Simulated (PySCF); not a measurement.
# isocyanic acid: adiabatic energies of losing or gaining an electron at several levels

Structure: `N=C=O` (CHNO).

All levels share the PBE0-D3(BJ)/ma-def2-SVP structures and the PBE0-D3(BJ)/ma-def2-SVP thermal terms; only the single-point energies (PySCF) change. Values are adiabatic energies of losing or gaining an electron (0 K, eV).

```jsonl
{"level": "HF/ma-def2-TZVP", "ionisation energy to the radical cation": "10.15", "abs. error": "1.44", "time": "3.6 s"}
{"level": "CCSD(T)/ma-def2-TZVP", "ionisation energy to the radical cation": "11.42", "abs. error": "0.17", "time": "21 min"}
{"level": "ωB97X-D3(BJ)/ma-def2-TZVP", "ionisation energy to the radical cation": "11.60", "abs. error": "0.00", "time": "–"}
{"level": "MP2/ma-def2-TZVP", "ionisation energy to the radical cation": "11.97", "abs. error": "0.37", "time": "22 s"}
{"level": "ATcT 1.112", "ionisation energy to the radical cation": "11.60", "abs. error": "", "time": ""}
```

Times are wall times for all single points of a level on 1 thread of Arm Neoverse V1, a shared host; the dash marks the run that also made the structures.

Hartree-Fock leaves out electron correlation, so its ionisation energies and electron affinities from energy differences come out too low, often by 1 eV or more.

The spread: 1.81 eV, from 10.15 to 11.97.

Differences come from unrounded values, so a last digit can differ from that of the printed terms.
